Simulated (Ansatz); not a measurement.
Molecule: N2H (charge +1, singlet). It need not be the lowest isomer of its formula. 
Coordinates optimised at B3LYP-D3(BJ)/def2-TZVP (Ansatz, a program for electronic structure):
```
N
N 1 1.0860
H 1 1.0380 2 180.00
```
Charge +1, spin multiplicity 1.

Basis-set convergence of Hartree-Fock and CCSD correlation energies (hartree) with Ansatz. Cores are frozen in the correlated levels unless marked. No spin-orbit coupling. Non-relativistic.

```
basis    functions       E(HF)  E(corr, CCSD)
-------  ---------  ----------  -------------
cc-pVDZ         33  -109.14757       -0.31695
cc-pVTZ         74  -109.17830       -0.37583
cc-pVQZ        140  -109.18584       -0.39579
cc-pV5Z        237  -109.18751       -0.40253
```

Extrapolating the two largest sets (X = 4 and 5) as X^-3: E(corr) = (125·(-0.40253) - 64·(-0.39579))/61 = -0.4096 Eh, an estimate of the basis-set limit. The largest set recovers 98.3 % of it, the smallest 77.4 %.
